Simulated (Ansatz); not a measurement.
**hcp against bcc along the alkaline-earth metals**

Theory: DFT, BLYP, plane waves (420 eV) with PAW, scalar-relativistic (Ansatz 0.2.0). (PAW data from PBE, frozen cores regenerated.)

Each structure is relaxed within its symmetry, in the lowest magnetic state of the tried starts. Differences under about 8 meV lie within the error of the k-point mesh.

| element | E(hcp) − E(bcc) (meV/atom) | V(hcp) (Å³/atom) | V(bcc) (Å³/atom) | state of hcp | state of bcc |
| --- | --- | --- | --- | --- | --- |
| Be | -115 | 7.93 | 7.83 | spin not included | spin not included |
| Mg | -34 | 23.42 | 23.50 | spin not included | spin not included |
| Ca | -11 | 42.87 | 42.37 | spin not included | spin not included |
| Sr | -3 | 56.75 | 55.56 | spin not included | spin not included |
| Ba | 10 | 66.85 | 66.44 | spin not included | spin not included |
